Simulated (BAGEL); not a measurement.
**C2H6N2 (SMILES C=NNC): levels of theory compared**

We compute a comparison of 4 runs (HF/STO-3G, HF/3-21G, HF/6-31G*, HF/cc-pVDZ) of C2H6N2. 

The results are computed with BAGEL 1.2.2.

19 further runs of the same task are left out: 19 set aside as unsound or not needed.

## Step 1: Starting point

The species is C2H6N2 (10 atoms), meant as a singlet with charge 0. SMILES: `C=NNC`. One bond was lengthened or shortened from a relaxed shape.

Bond lengths: C1–N2 1.264 Å, N2–N3 1.330 Å, N3–C4 1.655 Å, C1–H5 1.074 Å, C1–H6 1.093 Å, N3–H7 1.022 Å, C4–H8 1.090 Å, C4–H9 1.097 Å, C4–H10 1.088 Å. Some angles: C1–N2–N3 121.3°, N2–N3–C4 117.0°, N2–C1–H5 117.7°, N2–C1–H6 124.0°, N2–N3–H7 118.1°, C4–N3–H7 116.4°, N3–C4–H8 109.3°, N3–C4–H9 112.8°, N3–C4–H10 107.6°, H5–C1–H6 118.3°.

## Step 2: The energy at HF/STO-3G (density fitting with qzvpp-jkfit) (run 1)

File input.json:

```json
{ "bagel" : [

{
  "title" : "molecule",
  "basis" : "sto-3g",
  "df_basis" : "qzvpp-jkfit",
  "angstrom" : true,
  "geometry" : [
    { "atom" : "C", "xyz" : [      -0.169370,       2.083849,       0.479146 ] },
    { "atom" : "N", "xyz" : [       0.250350,       1.032429,      -0.082854 ] },
    { "atom" : "N", "xyz" : [       0.078170,      -0.163291,       0.472646 ] },
    { "atom" : "C", "xyz" : [       0.215020,      -1.479440,      -0.521860 ] },
    { "atom" : "H", "xyz" : [       0.068110,       3.025029,       0.018636 ] },
    { "atom" : "H", "xyz" : [      -0.744440,       2.092689,       1.408106 ] },
    { "atom" : "H", "xyz" : [      -0.586330,      -0.244761,       1.244346 ] },
    { "atom" : "H", "xyz" : [       0.534730,      -2.341580,       0.063260 ] },
    { "atom" : "H", "xyz" : [      -0.723880,      -1.725390,      -1.033180 ] },
    { "atom" : "H", "xyz" : [       0.970540,      -1.249520,      -1.269970 ] }
  ]
},

{ "title" : "hf" },

{ "title" : "print", "file" : "orbitals.molden", "orbitals" : true }

]}
```

Command:

```sh
$ BAGEL_NUM_THREADS=1 BAGEL input.json > input.out
```

Output:

```text
* using 1 threads per process

  ===============================================================
  ===============================================================

  *** Geometry ***

  { "atom" : "C", "xyz" : [     -0.320063,      3.937904,      0.905455 ] },
  { "atom" : "N", "xyz" : [      0.473093,      1.951008,     -0.156571 ] },
  { "atom" : "N", "xyz" : [      0.147720,     -0.308575,      0.893171 ] },
  { "atom" : "C", "xyz" : [      0.406329,     -2.795736,     -0.986172 ] },
  { "atom" : "H", "xyz" : [      0.128709,      5.716476,      0.035217 ] },
  { "atom" : "H", "xyz" : [     -1.406788,      3.954609,      2.660935 ] },
  { "atom" : "H", "xyz" : [     -1.108003,     -0.462531,      2.351473 ] },
  { "atom" : "H", "xyz" : [      1.010493,     -4.424945,      0.119544 ] },
  { "atom" : "H", "xyz" : [     -1.367935,     -3.260515,     -1.952427 ] },
  { "atom" : "H", "xyz" : [      1.834055,     -2.361251,     -2.399895 ] },

  Number of auxiliary basis functions:      412

  Since a DF basis is specified, we compute 2- and 3-index integrals:
    o Being stored without compression. Storage requirement is 0.002 GB

  Number of basis functions:       26
  Number of electrons      :       32

    * METHOD: MOLECULE                             0.10

  *** RHF ***

  === Nuclear Repulsion ===
   118.1921365164

      * DIIS with orbital gradients will be used.

  === RHF iteration (sto-3g) ===
      0       -185.64028034          0.01270153           0.01
      1       -185.67373923          0.00492845           0.01
      2       -185.67923955          0.00177632           0.01
      3       -185.68020463          0.00039248           0.01
      4       -185.68027179          0.00014006           0.01
      5       -185.68028172          0.00002019           0.01
      6       -185.68028191          0.00000733           0.01
      7       -185.68028193          0.00000226           0.01
      8       -185.68028194          0.00000081           0.01
      9       -185.68028194          0.00000031           0.01
     10       -185.68028194          0.00000014           0.01
     11       -185.68028194          0.00000006           0.01
     12       -185.68028194          0.00000002           0.01
     13       -185.68028194          0.00000001           0.01
    * SCF iteration converged.

    * Permanent dipole moment:
           (    0.510062,     0.543302,    -0.230587) a.u.

    * METHOD: HF                                   0.17

    * METHOD: PRINT                                0.00

  ===============================================================
```

Wall time 0.4 s (1 thread of Arm Neoverse V2, shared host).

## Step 3: A single-point energy at HF/3-21G (density fitting with qzvpp-jkfit) (run 2)

File calc.json:

```json
{ "bagel" : [

{
  "title" : "molecule",
  "basis" : "3-21g",
  "df_basis" : "qzvpp-jkfit",
  "angstrom" : true,
  "geometry" : [
    { "atom" : "C", "xyz" : [      -0.169370,       2.083849,       0.479146 ] },
    { "atom" : "N", "xyz" : [       0.250350,       1.032429,      -0.082854 ] },
    { "atom" : "N", "xyz" : [       0.078170,      -0.163291,       0.472646 ] },
    { "atom" : "C", "xyz" : [       0.215020,      -1.479440,      -0.521860 ] },
    { "atom" : "H", "xyz" : [       0.068110,       3.025029,       0.018636 ] },
    { "atom" : "H", "xyz" : [      -0.744440,       2.092689,       1.408106 ] },
    { "atom" : "H", "xyz" : [      -0.586330,      -0.244761,       1.244346 ] },
    { "atom" : "H", "xyz" : [       0.534730,      -2.341580,       0.063260 ] },
    { "atom" : "H", "xyz" : [      -0.723880,      -1.725390,      -1.033180 ] },
    { "atom" : "H", "xyz" : [       0.970540,      -1.249520,      -1.269970 ] }
  ]
},

{
  "title" : "hf"
},

{
  "title" : "print",
  "file" : "orbitals.molden",
  "orbitals" : true
}

]}
```

Command:

```sh
$ BAGEL_NUM_THREADS=1 BAGEL calc.json > calc.out
```

Output:

```text
* using 1 threads per process

  ===============================================================
  ===============================================================

  *** Geometry ***

  { "atom" : "C", "xyz" : [     -0.320063,      3.937904,      0.905455 ] },
  { "atom" : "N", "xyz" : [      0.473093,      1.951008,     -0.156571 ] },
  { "atom" : "N", "xyz" : [      0.147720,     -0.308575,      0.893171 ] },
  { "atom" : "C", "xyz" : [      0.406329,     -2.795736,     -0.986172 ] },
  { "atom" : "H", "xyz" : [      0.128709,      5.716476,      0.035217 ] },
  { "atom" : "H", "xyz" : [     -1.406788,      3.954609,      2.660935 ] },
  { "atom" : "H", "xyz" : [     -1.108003,     -0.462531,      2.351473 ] },
  { "atom" : "H", "xyz" : [      1.010493,     -4.424945,      0.119544 ] },
  { "atom" : "H", "xyz" : [     -1.367935,     -3.260515,     -1.952427 ] },
  { "atom" : "H", "xyz" : [      1.834055,     -2.361251,     -2.399895 ] },

  Number of auxiliary basis functions:      412

  Since a DF basis is specified, we compute 2- and 3-index integrals:
    o Being stored without compression. Storage requirement is 0.008 GB

  Number of basis functions:       48
  Number of electrons      :       32

    * METHOD: MOLECULE                             0.10

  *** RHF ***

  === Nuclear Repulsion ===
   118.1921365164

      * DIIS with orbital gradients will be used.

  === RHF iteration (3-21g) ===
      0       -186.90892015          0.01790328           0.02
      1       -186.96923108          0.00696656           0.02
      2       -186.97859945          0.00310029           0.02
      3       -186.98057216          0.00060794           0.02
      4       -186.98071722          0.00022088           0.02
      5       -186.98074774          0.00005272           0.02
      6       -186.98074879          0.00002130           0.02
      7       -186.98074892          0.00000821           0.02
      8       -186.98074895          0.00000218           0.02
      9       -186.98074895          0.00000082           0.02
     10       -186.98074895          0.00000039           0.02
     11       -186.98074895          0.00000013           0.02
     12       -186.98074895          0.00000005           0.02
     13       -186.98074895          0.00000002           0.02
     14       -186.98074895          0.00000001           0.02
    * SCF iteration converged.

    * Permanent dipole moment:
           (    0.572290,     0.581312,    -0.245122) a.u.

    * METHOD: HF                                   0.34

    * METHOD: PRINT                                0.00

  ===============================================================
```

Wall time 0.58 s (1 thread of Arm Neoverse V2, shared host).

Run 3 isn't shown in full; the table further down has it.

## Step 4: The energy at HF/cc-pVDZ (density fitting with qzvpp-jkfit) (run 4)

calc.json: that of step 3 with these lines changed.

```diff
@@ -4,3 +4,3 @@
   "title" : "molecule",
-  "basis" : "3-21g",
+  "basis" : "cc-pvdz.json",
   "df_basis" : "qzvpp-jkfit",
@@ -22,3 +22,4 @@
 {
-  "title" : "hf"
+  "title" : "hf",
+  "charge" : 0
 },
```

The basis set cc-pVDZ is read from a file made from the Basis Set Exchange's data (not shown).

Command:

```sh
$ BAGEL_NUM_THREADS=1 BAGEL calc.json > calc.out
```

Output:

```text
* using 1 threads per process

  ===============================================================
  ===============================================================

  *** Geometry ***

  { "atom" : "C", "xyz" : [     -0.320063,      3.937904,      0.905455 ] },
  { "atom" : "N", "xyz" : [      0.473093,      1.951008,     -0.156571 ] },
  { "atom" : "N", "xyz" : [      0.147720,     -0.308575,      0.893171 ] },
  { "atom" : "C", "xyz" : [      0.406329,     -2.795736,     -0.986172 ] },
  { "atom" : "H", "xyz" : [      0.128709,      5.716476,      0.035217 ] },
  { "atom" : "H", "xyz" : [     -1.406788,      3.954609,      2.660935 ] },
  { "atom" : "H", "xyz" : [     -1.108003,     -0.462531,      2.351473 ] },
  { "atom" : "H", "xyz" : [      1.010493,     -4.424945,      0.119544 ] },
  { "atom" : "H", "xyz" : [     -1.367935,     -3.260515,     -1.952427 ] },
  { "atom" : "H", "xyz" : [      1.834055,     -2.361251,     -2.399895 ] },

  Number of auxiliary basis functions:      412

  Since a DF basis is specified, we compute 2- and 3-index integrals:
    o Being stored without compression. Storage requirement is 0.024 GB

  Number of basis functions:       86
  Number of electrons      :       32

    * METHOD: MOLECULE                             0.15

  *** RHF ***

  === Nuclear Repulsion ===
   118.1921365164

      * DIIS with orbital gradients will be used.

  === RHF iteration (cc-pvdz.json) ===
      0       -187.90809025          0.01350091           0.04
      1       -188.02395600          0.00729632           0.04
      2       -188.04950337          0.00215196           0.04
      3       -188.05256176          0.00061357           0.04
      4       -188.05282714          0.00013848           0.04
      5       -188.05285443          0.00004097           0.04
      6       -188.05285739          0.00001024           0.04
      7       -188.05285755          0.00000477           0.04
      8       -188.05285757          0.00000190           0.04
      9       -188.05285758          0.00000060           0.04
     10       -188.05285758          0.00000028           0.04
     11       -188.05285758          0.00000009           0.04
     12       -188.05285758          0.00000004           0.04
     13       -188.05285758          0.00000002           0.04
     14       -188.05285758          0.00000001           0.04
    * SCF iteration converged.

    * Permanent dipole moment:
           (    0.488698,     0.509712,    -0.235594) a.u.

    * METHOD: HF                                   0.69

    * METHOD: PRINT                                0.01

  ===============================================================
```

Wall time 1 s (1 thread of Arm Neoverse V2, shared host); peak memory 0.1 GiB.

## Step 5: Overview of the runs

| run | level | energy (Eh) | dipole moment (D) | HOMO energy (eV) | LUMO energy (eV) | wall time |
| --- | --- | --- | --- | --- | --- | --- |
| 1 | HF/STO-3G (density fitting with qzvpp-jkfit) | -185.680282 | 1.98 | -7.19 | 8.81 | 0.4 s |
| 2 | HF/3-21G (density fitting with qzvpp-jkfit) | -186.980749 | 2.17 | -8.76 | 5.45 | 0.58 s |
| 3 | HF/6-31G* (density fitting with qzvpp-jkfit, spherical functions) | -188.031695 | 1.96 | -8.75 | 5.19 | 0.78 s |
| 4 | HF/cc-pVDZ (density fitting with qzvpp-jkfit) | -188.052858 | 1.89 | -8.77 | 4.95 | 1 s |

## Step 6: Outcome

| quantity | value |
| --- | --- |
| run 4: total energy | -188.05286 Eh |
| run 4: dipole moment | 1.89 D |
| run 4: HOMO energy | -8.77 eV |
| run 4: LUMO energy | 4.95 eV |
| run 4: HOMO–LUMO gap | 13.72 eV |

**Reading.** The dipole moment (its size) runs from 1.89 D (HF/cc-pVDZ) to 2.17 D (HF/3-21G). The HOMO–LUMO gap runs from 13.72 eV (HF/cc-pVDZ) to 16.00 eV (HF/STO-3G). In run 1 the basis is minimal, so the values are rough. All runs together took 2.8 s, the longest 1 s.
